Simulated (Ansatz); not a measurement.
# C2H2OS: the cost of one run

Program: Ansatz 0.2.0. Level of theory: RKS BHLYP/6-31G*. These are calculated values, not measurements.

1 further run of the same task is left out (it didn't finish).

## Step 1: Starting point

Bond lengths: C1–C2 1.199 Å, C2–O3 1.294 Å, O3–S4 1.693 Å, C1–H5 1.046 Å, S4–H6 1.348 Å. Angles: C1–C2–O3 177.9°, C2–C1–H5 174.1°, C2–O3–S4 119.3°, O3–S4–H6 96.5°.

Structure file:

```xyz
6

C     1.5222    0.6367   -0.1438
C     0.6275   -0.0881    0.1895
O    -0.3584   -0.8333    0.5717
S    -1.7330   -0.9563   -0.4090
H     2.3690    1.2015   -0.3847
H    -2.4273    0.0395    0.1763
```

## Step 2: End point A

input.yaml

```yaml
crystal:
  periodic: [false, false, false]
  atoms:
    - { symbol: C, position_ang: [1.5222, 0.63667, -0.14384] }
    - { symbol: C, position_ang: [0.62748, -0.08805, 0.18953] }
    - { symbol: O, position_ang: [-0.3584, -0.83333, 0.57174] }
    - { symbol: S, position_ang: [-1.73299, -0.95625, -0.40903] }
    - { symbol: H, position_ang: [2.36903, 1.20147, -0.3847] }
    - { symbol: H, position_ang: [-2.42733, 0.03951, 0.17629] }
basis:
  gaussian: { orbitals: "6-31G*" }
hamiltonian:
  xc: { name: BHLYP }
relax:
  f_tol: 0.02
  max_steps: 50
```

Started as:

```sh
> ansatz run input.yaml --threads 1 --pin off --max-ram 2048MiB --backend cpu --events-out ev --progress --plain --runs-dir out
```

**Question.** How long does this run take on 1 thread of Arm Neoverse V2, shared host, and how much memory does it need?

About 15 s, with a peak of 0.13 GiB.
